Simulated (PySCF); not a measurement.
**How methods differ on the electron affinity of Cl**

Cl⁻ [Ar] (1S) → Cl [Ne] 3s2 3p5 (2P), as a difference of total energies. All numbers are calculated (PySCF 2.14, no relativity, point nucleus, in aug-cc-pV(T+d)Z). Correlated levels: valence: [Ne] frozen. The calculations carry no spin-orbit coupling.

```tsv
method	electron affinity (eV)
UHF	2.378
LDA	3.938
PBE	3.653
PBE0	3.572
r2SCAN	3.613
B2PLYP	3.583
M06-2X	3.630
B3LYP	3.677
M06	3.605
MP2 (valence)	3.634
SCS-MP2 (valence)	3.535
```

How much does correlation contribute at MP2 (valence)?

3.634 − (2.378) = 1.256 eV, measured against UHF.

A first-order spin-orbit estimate (lowest level to lowest level, LS coupling) adds -0.034 eV.

Errors of the correlated levels include the incompleteness of this basis and the frozen core.

In the anion the highest occupied orbital energy is positive at LDA, PBE, r2SCAN, a self-interaction effect; the basis confines that electron, and the energy difference can still be sensible.

For comparison: 3.613 eV (measured; photodetachment measurements, as compiled on the Wikipedia data page of electron affinities).
